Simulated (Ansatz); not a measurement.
# CN2O2: the cost of one run

Computed with Ansatz 0.2.0 (the levels named in each step, unless a step's input says otherwise).

## (1) The structure to begin with

Bond lengths: N1–N2 1.098 Å, O3–C4 1.144 Å, C4–O5 1.143 Å. Angles: O3–C4–O5 179.6°.

Structure file:

```xyz
5

N     1.5204   -0.6247   -0.2954
N     2.2184   -1.1539   -0.9577
O    -1.5278   -0.2099   -0.3706
C    -1.1872    0.5651    0.3990
O    -0.8540    1.3427    1.1681
```

## (2) A rough first relaxation, PBE-D4/def2-SVP

This run stands in another session on the same molecule. It ended at:

```xyz
5

N     1.5913   -0.5753   -0.3389
N     2.2436   -1.2332   -0.9529
O    -1.5604   -0.2120   -0.3904
C    -1.2191    0.5752    0.4117
O    -0.8856    1.3647    1.2139
```

## (3) Relaxation, r2SCAN-D4/def2-TZVPP

Contents of input.yaml:

```yaml
crystal:
  periodic: [false, false, false]
  atoms:
    - { symbol: "N", position_ang: [1.59127735, -0.57533537, -0.33889977] }
    - { symbol: "N", position_ang: [2.24357953, -1.23321742, -0.95293044] }
    - { symbol: O, position_ang: [-1.5604355, -0.21200788, -0.39035773] }
    - { symbol: C, position_ang: [-1.21914619, 0.57524529, 0.41170973] }
    - { symbol: O, position_ang: [-0.88559519, 1.36467538, 1.21387821] }
basis:
  gaussian: { orbitals: def2-TZVPP }
hamiltonian:
  xc: r2scan
  dispersion: d4
relax:
  f_tol: 0.002
  max_steps: 150
```

Run with:

```bash
> ansatz run input.yaml --threads 4 --pin off --max-ram 10240MiB --backend cpu --events-out ev --progress --plain --runs-dir out
```

Q: Estimate wall time and peak memory on 4 threads of Arm Neoverse V1, shared host.

About 36 s, with a peak of 0.24 GiB.
